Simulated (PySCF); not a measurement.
Core-level binding energies of `N=C1CCCC1`

Species: C5H9N.
Atom-mapped SMILES: `[NH:1]=[C:2]1[CH2:3][CH2:4][CH2:5][CH2:6]1`

Structure used (GFN2-xTB), in Å, numbered top down from 1:
```xyz
15
C5H9N angstrom
N      2.0429    0.5656    1.1043
C      0.9721    0.2568    0.5275
C      0.6655   -0.9466   -0.3373
C     -0.8501   -0.9130   -0.5257
C     -1.1843    0.5788   -0.4758
C     -0.2589    1.1150    0.6152
H      2.8069   -0.0967    0.9846
H      1.0268   -1.8722    0.1136
H      1.1779   -0.8195   -1.2954
H     -1.3385   -1.4280    0.3035
H     -1.1679   -1.3829   -1.4556
H     -0.9416    1.0449   -1.4325
H     -2.2361    0.7632   -0.2625
H     -0.0158    2.1706    0.5115
H     -0.7035    0.9720    1.6027
```

Computed, not measured: delta-SCF UKS SCAN, pcX-2 on the ionised atom, pcseg-1 elsewhere, spin-free X2C (PySCF). Each binding energy is the total energy of the core-ionised species, with the hole localised on one atom, minus that of the ground state; both are solved self-consistently, so orbital relaxation is included.

Question: What binding energy does each computed site have?

Answer: 
| atom(s) | environment | level | binding energy (eV) | above the level's lowest (eV) | count |
| --- | --- | --- | --- | --- | --- |
| C6 | ring CH2 carbon | C 1s | 290.47 | 0.00 | 1 |
| C5 | ring CH2 carbon | C 1s | 290.59 | +0.12 | 1 |
| C4 | ring CH2 carbon | C 1s | 290.65 | +0.18 | 1 |
| C3 | ring CH2 carbon | C 1s | 290.67 | +0.20 | 1 |
| C2 | imine carbon | C 1s | 291.66 | +1.19 | 1 |
| N1 | imine nitrogen | N 1s | 403.94 | 0.00 | 1 |

Lowest listed C 1s: C6, bonded to 2 C and 2 H. Highest, 1.19 eV above it: C2, bonded to N (double bond) and 2 C. The widest gap between neighbouring values is 0.99 eV, between 290.67 and 291.66 eV. The values 290.65 and 290.67 eV lie too close for their order to be trusted.

Question: What is the longest wavelength that can ionise C 1s of C6 vertically?

Answer: λ = hc/E = 12398.42 eV Å / 290.47 eV = 42.684 Å.

Spin contamination (⟨S²⟩ against 0.75 for a pure doublet) is marked for C 1s of C2 (0.88), which makes this value less certain. Isolated species at its GFN2-xTB geometry (one conformer only).
